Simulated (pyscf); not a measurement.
## Four-centre exchange: HO–BH–OH (SMILES OBO) + HCl (SMILES Cl) → HO–B(OH)–Cl (SMILES OB(O)Cl) + H₂ (SMILES [H][H])

Gas phase, singlet surface, charge 0. Bonds broken: B2–H5, Cl7–H8. Bonds formed: B2–Cl7, H5–H8. Structures and frequencies: ωB97X-D3(BJ)/def2-SVP in PySCF.

Transition state (Å):

```xyz
8

O     -1.8043    -0.8922    -0.0248
B     -0.8345     0.0465    -0.1476
O     -1.0562     1.3817    -0.3139
H     -2.6018    -0.6400    -0.5059
H      0.1224    -0.2878     0.7745
H     -0.3241     1.8496    -0.7291
Cl     0.6745    -0.5040    -1.7029
H      0.5506    -0.4903    -0.0757
```

One imaginary mode, 992i cm⁻¹; descent along it reached the two sides named, in the forms told below.

```json
[
 {"bond": "B2–H5", "change": "breaks", "reactant side (Å)": "1.207", "saddle": "1.370", "product side": "3.4"},
 {"bond": "Cl7–H8", "change": "breaks", "reactant side (Å)": "1.296", "saddle": "1.632", "product side": "3.1"},
 {"bond": "B2–Cl7", "change": "forms", "reactant side (Å)": "3.8", "saddle": "2.236", "product side": "1.780"},
 {"bond": "H5–H8", "change": "forms", "reactant side (Å)": "2.9", "saddle": "0.973", "product side": "0.760"}
]
```

Electronic energies relative to the separated reactants (eV):

```tsv
level	barrier	reaction energy	reverse barrier
ωB97X-D3(BJ)/def2-TZVP	1.36	-0.69	2.04
PBE/def2-TZVP	1.03	-0.66	1.69
r²SCAN/def2-TZVP	1.07	-0.73	1.81
B3LYP-D3(BJ)/def2-TZVP	1.29	-0.64	1.94
PBE0-D3(BJ)/def2-TZVP	1.13	-0.67	1.80
M06-2X/def2-TZVP	1.33	-0.72	2.05
ωB97M-D3(BJ)/def2-TZVP	1.35	-0.65	1.99
HF/def2-TZVP	2.10	-0.52	2.63
```

With ωB97M-D3(BJ)/def2-TZVP energies and thermal terms (ideal gas, 1 atm, RRHO with modes under 100 cm⁻¹ raised to 100, one conformer, R ln 2 for chiral ones without a mode under 150 cm⁻¹), in eV:

| T (K) | ΔH‡ | ΔG‡ | ΔH | ΔG |
|---|---|---|---|---|
| 298 | 1.29 | 1.71 | -0.74 | -0.67 |
| 600 | 1.29 | 2.13 | -0.70 | -0.61 |
| 900 | 1.31 | 2.55 | -0.67 | -0.56 |
| 1200 | 1.33 | 2.96 | -0.66 | -0.53 |

On the reactant side the descent ends in a complex (not fully relaxed), 0.22 eV under the separated species and 1.58 eV under the saddle at ωB97X-D3(BJ)/def2-TZVP. The same reactants have a lower exit, to H₂O + HO–BH–Cl (barrier +0.93 eV at ωB97M-D3(BJ)/def2-TZVP, against +1.35 eV here). This is the saddle that the search found; another between the same sides may lie lower.
